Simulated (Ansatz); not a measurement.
Computed with Ansatz.

A structure relaxed at PBE0-D4/def2-TZVP, charge 0, multiplicity 1:

```tsv
atom	x (Å)	y (Å)	z (Å)
N1	0.2443	-1.3063	0.8354
C2	0.1216	-0.2716	0.1436
S3	-1.2259	0.8536	-0.0928
S4	0.0407	1.9006	-1.3839
S5	1.3988	0.3874	-0.8730
H6	-0.5796	-1.5637	1.3706
```

Problem. Give its formula and SMILES.

Solution. CHNS3, `N=c1sss1`.

Problem. Point group (tolerance 0.08 Å, 0.16 Å for H)?

Solution. Cs.

Problem. Summarise the bond lengths by kind.

Solution. 1 × C–N 1.251 Å; 1 × H–N 1.016 Å; 2 × C–S 1.760 to 1.771 Å; 2 × S–S 2.090 to 2.097 Å.
